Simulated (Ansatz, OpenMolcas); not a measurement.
**How basis sets differ on SF2 (sulfur difluoride)**

SF2: 3 atoms, total charge 0, spin state singlet. SMILES: `FSF`. The shape is that of a PBE0-D4/def2-TZVP optimisation.

```xyz
3

F     0.4401    1.1164    0.3654
S    -0.6020    0.1265   -0.3152
F     0.1618   -1.2430   -0.0502
```

Quantity: the HOMO–LUMO gap, in eV. The values are calculated.

```json
{"level": "HF/ANO-RCC-MB (DKH2)", "kind": "Hartree–Fock", "program": "OpenMolcas", "value (eV)": "15.58", "CPU time": "1.8 s"}
{"level": "HF/ANO-S-MB", "kind": "Hartree–Fock", "program": "OpenMolcas", "value (eV)": "15.52", "CPU time": "2.2 s"}
{"level": "HF/STO-3G", "kind": "Hartree–Fock", "program": "OpenMolcas", "value (eV)": "17.82", "CPU time": "1.8 s"}
{"level": "HF/3-21G", "kind": "Hartree–Fock", "program": "Ansatz", "value (eV)": "14.28", "CPU time": "0.19 s"}
{"level": "HF/def2-TZVP", "kind": "Hartree–Fock", "program": "OpenMolcas", "value (eV)": "13.26", "CPU time": "11 s"}
```

The values span 13.26 to 17.82 eV. A Hartree–Fock LUMO above zero doesn't converge with the basis: it sinks as sets grow more diffuse. Orbital gaps aren't excitation energies. CPU times are rough (shared hosts, several kinds of processor and program).
